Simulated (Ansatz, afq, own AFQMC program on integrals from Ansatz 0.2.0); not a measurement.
NbF₃, triplet: AFQMC among the cluster methods

```tsv
atom	x (Å)	y (Å)	z (Å)
Nb	-0.2164	0.2924	-0.3108
F	-1.4567	1.1514	0.7698
F	-0.4214	-1.2799	-1.3116
F	1.5543	0.8133	-0.6497
```

Connectivity, by distances: F–Nb(–F)–F.

Basis def2-TZVP with its core potentials. Noble-gas cores (and the filled d shells of Ga–Kr and In–Xe) are frozen. AFQMC by an in-house program on the Cholesky factors that Ansatz 0.2.0 writes for its CCSD(T) run. ph-AFQMC/CISD is guided by a CISD state made of CCSD amplitudes; releasing the constraint for a short imaginary time cuts its bias at the price of noise, slowly where states lie close. Uncertainties: one standard error, sampling alone. No spin–orbit coupling. The metal's outer-core s and p shells are frozen, which shifts wave-function levels against functionals.

Determinant: UHF, the one that the program's search chose, which needn't be the lowest solution. The geometry is a PBE0/def2-SVP stationary point of this or a neighbouring charge and spin state.

No full CI on the walks' own integrals is used here. The released AFQMC energy serves as the reference, which it does only where one determinant dominates, the energy is flat over the last release times and near the phaseless one (40 meV or 2 meV an electron, half that with transition metals). On small molecules, where full CI could be run and the noise was under 10 meV, such values lay within 10 meV of it in 19 cases of 20, a flattering rate, since the rule was set on those same cases; what remains of the bias isn't in the error bar.

Cautions: no spin-orbit coupling; outer-core shells of the metal frozen; higher spins were not checked; the released value is read at 0.80 1/Eh with a noise of 20 meV, more than in the cases checked, later times being too noisy (meV from the phaseless value at times in 1/Eh: 9 ± 15 at 0.24, 14 ± 14 at 0.48, 4 ± 20 at 0.80, -53 ± 36 at 1.20); released reference can be 30 meV off for metals.

```
T1 diagnostic                               : 0.0206
weight of the determinant in the CISD state : 0.829
⟨S²⟩ of the determinant                     : 2.006
size of the correlated space                : 26 electrons in 126 orbitals
```

Reference: AFQMC with the constraint released, correlation energy -24.301 ± 0.020 eV.

```tsv
level	E − E(reference) (mEh)	share of correlation (%)
HF	893.05 ± 0.72	0.00
MP2	23.37 ± 0.72	97.38
CCSD	30.48 ± 0.72	96.59
CCSD(T)	1.08 ± 0.72	99.88
ph-AFQMC/CISD	-0.15 ± 0.87	100.02
```

Released energies are given only where the last usable release times agree within the noise; a slower fall can still hide under it.
